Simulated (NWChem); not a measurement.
# AlSiH5 (AlH2(SiH3)): KT1 (NWChem form)/6-311G (SMD chlorobenzene)

What is the energy change on altering one bond length of AlSiH5 (AlH2(SiH3)) at KT1 (NWChem form)/6-311G (SMD chlorobenzene)? 

Program for the calculation: NWChem 7.3.0.

5 further runs of the same task are left out: 2 that didn't finish, 3 set aside as unsound or not needed.

## Step 1: Starting point

The species is AlSiH5 (7 atoms), meant as a singlet with charge 0. As SMILES, `[H][Al]([H])[SiH3]`. The shape comes from GFN2-xTB, which is rough for such elements, and wasn't checked as a minimum.

Bond lengths: Al1–Si4 2.421 Å, Al1–H2 1.567 Å, Al1–H3 1.566 Å, Si4–H5 1.482 Å, Si4–H6 1.482 Å, Si4–H7 1.482 Å. Angles: Al1–Si4–H5 114.1°, Al1–Si4–H6 113.8°, Al1–Si4–H7 116.0°, H2–Al1–Si4 125.8°, H3–Al1–Si4 126.2°, H5–Si4–H6 104.0°, H5–Si4–H7 103.8°, H6–Si4–H7 103.8°, H2–Al1–H3 107.9°.

## Step 2: The charge distribution at KT1 (NWChem form)/6-311G (SMD chlorobenzene)

mol.nw

```
start mol
memory total 2200 mb

geometry units angstrom noautoz
   Al    0.688040    1.201700    0.003860
   H     2.245410    1.365000    0.056470
   H     0.053380    2.633190   -0.016580
   Si   -0.517390   -0.897790   -0.016750
   H    -1.851430   -0.836410    0.625620
   H     0.177610   -1.992690    0.701130
   H    -0.795620   -1.472990   -1.353750
end

basis spherical bse
   * library 6-311G
end

cosmo
   do_cosmo_smd true
   solvent clbenzen
end

dft
   xc kt1
   grid fine
   convergence energy 1e-08
   direct
   print low
end

property
   efieldgrad
   octupole
   efield
   moldenfile
   molden_norm janpa
end

task dft property
```

The run is started by

```console
nwchem mol.nw > mol.out
```

The log of the run:

```text
[...]
 d= 0,ls=0.0,diis     1   -537.9581777353 -6.13D+02  9.62D-03  6.17D+00     0.5
[...]
 d= 0,ls=0.0,diis     7   -538.0021792475 -1.52D-09  2.15D-07  1.08D-10     5.7
         Total DFT energy =     -538.002179247478
      One electron energy =     -891.240516847234
           Coulomb energy =      322.793476551971
    Exchange-Corr. energy =      -44.637444661009
 Nuclear repulsion energy =       75.536559263496
             COSMO energy =       -0.454253554702
[...]
```

Run time: 6.3 s. Hardware: 1 thread of AMD EPYC 9R45 (Zen 5), shared host; peak memory 0.12 GiB.

## Step 3: The distorted shape, same level

job.nw

```
start job
memory 2200 mb
geometry units bohr noautoz
  Al   1.82598566   3.35785435   2.53385817
  H    4.76898844   3.66644663   2.63327666
  H    0.62665208   6.06297840   2.49523217
  Si  -0.45194690  -0.60960675   2.49491092
  H   -2.97291714  -0.49361536   3.70881429
  H    0.86141276  -2.67866788   3.85150751
  H   -1.50350390  -2.78354768  -2.55821674
end
basis spherical bse
  * library 6-311G
end
cosmo
  do_cosmo_smd true
  solvent clbenzen
end
dft
  xc kt1
  mult 1
  grid fine
  convergence energy 1e-08
  direct
  noprint "final vectors analysis"
end
property
  efieldgrad
  octupole
  efield
  moldenfile
  molden_norm janpa
end
task dft property
```

The run is started by

```console
nwchem job.nw > job.out
```

The log of the run:

```text
[...]
          Wavefunction type:  closed shell.
          No. of atoms     :     7
          No. of electrons :    32
[...]
          Charge           :     0
          Spin multiplicity:     1
[...]
          AO basis - number of functions:    57
[...]
              XC Information
              --------------
                        Slater Exchange Functional  1.000 local
                           KT1 gradient correction  1.000 non-local
            Perdew 1991 LDA Correlation Functional  1.000 local
[...]
 d= 0,ls=0.0,diis     1   -537.8137331927 -6.10D+02  2.20D-02  6.27D+00     0.5
[...]
 d= 0,ls=0.0,diis     7   -537.8820197083 -8.61D-09  3.89D-06  3.25D-08     7.1
         Total DFT energy =     -537.882019708331
      One electron energy =     -883.750487779137
           Coulomb energy =      318.643861668931
    Exchange-Corr. energy =      -44.480401495499
 Nuclear repulsion energy =       72.275381533262
             COSMO energy =       -0.570373635889
[...]
```

Wall time 7.8 s (1 thread of AMD EPYC 9R45 (Zen 5), shared host); peak memory 0.22 GiB.

## Step 4: Results

Level: KT1 (NWChem form)/6-311G (SMD chlorobenzene).

| quantity | value |
| --- | --- |
| first shape: total energy | -538.00218 Eh |
| first shape: solvent term in the energy | -29.5 kJ/mol |
| distorted shape: total energy | -537.88202 Eh |
| distorted shape: dipole moment | 3.36 D |
| distorted shape: HOMO energy | -6.42 eV |
| distorted shape: LUMO energy | -4.54 eV |
| distorted shape: HOMO–LUMO gap | 1.88 eV |
| distorted shape: solvent term in the energy | -34.1 kJ/mol |
| energy change with the Si4–H7 bond stretched from 1.482 to 2.964 Å | 3.270 eV |

One bond (distorted shape) is far stretched, which a spin-restricted single reference describes badly; a broken-symmetry solution may lie lower. With the Si4–H7 bond stretched from 1.482 to 2.964 Å the energy rises by 3.27 eV (75 kcal/mol). The first shape isn't relaxed at this level, so the change isn't measured from a minimum. A restricted reference can't describe the breaking bond well at this length.
